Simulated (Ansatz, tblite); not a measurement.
# The cluster Cs4+: rung by rung

How do method and basis change the picture of the cluster Cs4+ (doublet)?

Computed with Ansatz 0.2.0, Gaussian basis. Level: as each input shows.

Levels to be run: GFN1-xTB, GFN2-xTB, PBE/def2-TZVP, r2SCAN/def2-TZVP, CAM-B3LYP/def2-TZVP, PBE-QIDH/def2-TZVP, B3LYP/def2-TZVP, B2PLYP/def2-TZVP, BLYP/def2-TZVP, PBE/def2-SVP, PBE0/def2-SVP, CCSD(T)/def2-TZVPP, MP2/def2-TZVP, RPA/def2-TZVP.

## Step 1: The geometry

The geometry is that of the doublet, from an earlier relaxation (PBE/def2-TZVP). At that level it is the lowest of the isomers that a small search found.

4 atoms, charge 1, spin multiplicity 2.

Bond lengths: Cs1–Cs2 5.427 Å, Cs1–Cs3 5.423 Å, Cs2–Cs3 4.942 Å, Cs2–Cs4 5.428 Å, Cs3–Cs4 5.424 Å. Angles: Cs2–Cs1–Cs3 54.2°, Cs1–Cs2–Cs3 62.9°, Cs1–Cs2–Cs4 125.7°, Cs3–Cs2–Cs4 62.9°, Cs1–Cs3–Cs2 62.9°, Cs1–Cs3–Cs4 125.9°, Cs2–Cs3–Cs4 62.9°, Cs2–Cs4–Cs3 54.2°.

Cs takes a core potential in the def2 sets. No spin-orbit coupling is included. The ion is computed in the gas phase, without counter-ions or solvent.

PBE0/def2-TZVP was run before; its log isn't repeated, and its numbers join the tables.

## Step 2: GFN1-xTB

Tight binding, by tblite at 300 K electronic temperature and without a spin-polarisation term:

```python
tblite.interface.Calculator('GFN1-xTB', numbers, positions, charge=1, uhf=1).singlepoint()
```

Energy -26.0347 eV; 0.002 s.

## Step 3: GFN2-xTB

Tight binding, by tblite at 300 K electronic temperature and without a spin-polarisation term:

```python
tblite.interface.Calculator('GFN2-xTB', numbers, positions, charge=1, uhf=1).singlepoint()
```

Energy -13.0550 eV; 0.002 s.

## Step 4: PBE/def2-TZVP

start.molden holds the orbitals of an earlier run on this state, given as this run's starting guess.

in.yaml reads:

```yaml
crystal:
  periodic: [false, false, false]
  atoms:
    - {symbol: Cs, position_ang: [4.723724, 0.142819, -0.995880]}
    - {symbol: Cs, position_ang: [0.136963, -2.451112, 0.301689]}
    - {symbol: Cs, position_ang: [-0.134069, 2.448255, -0.290366]}
    - {symbol: Cs, position_ang: [-4.726617, -0.139962, 0.984557]}
basis:
  gaussian: {orbitals: def2-TZVP, initial_orbitals: start.molden}
total_charge: 1
magnetization: {spin_polarized: true, initial_magnetization: 1}
hamiltonian: {xc: pbe}
scf: {omitted_lower_state_checks: [starts]}
output: {orbitals: {seedname: orbitals}}
```

Launch:

```
$ ansatz run in.yaml --threads 4 --pin off --events-out ev --progress --plain --max-ram 3916MiB
```

Further steps of the session: r2SCAN/def2-TZVP; CAM-B3LYP/def2-TZVP; PBE-QIDH/def2-TZVP; B3LYP/def2-TZVP; B2PLYP/def2-TZVP; BLYP/def2-TZVP; PBE/def2-SVP; PBE0/def2-SVP; CCSD(T)/def2-TZVPP; MP2/def2-TZVP; RPA/def2-TZVP.

**Question.** What will the summary of the whole plan be? Wanted: gap in def2-TZVP, named functionals, smallest and largest; correlation energy, CCSD(T)/def2-TZVPP; correlation energy, MP2/def2-TZVP; ⟨S²⟩ in def2-TZVP, named functionals, smallest and largest; PBE0 total energy, smallest basis above largest.

**Answer**, as computed:

| quantity | value |
| --- | --- |
| gap in def2-TZVP, named functionals, smallest and largest | 0.21 eV (BLYP), 2.12 eV (CAM-B3LYP) |
| correlation energy, CCSD(T)/def2-TZVPP | -17.60 eV |
| correlation energy, MP2/def2-TZVP | -11.58 eV |
| ⟨S²⟩ in def2-TZVP, named functionals, smallest and largest | 0.758, 0.890 |
| PBE0 total energy, smallest basis above largest | 0.04 eV (def2-SVP, def2-TZVP) |

In words: Orbital gaps of the named functionals in def2-TZVP span 0.21 eV (BLYP) to 2.12 eV (CAM-B3LYP); exact exchange widens it. Over the named functionals in def2-TZVP spin contamination reaches 0.14 (r2SCAN). Notes on CCSD(T)/def2-TZVPP: spin contamination.
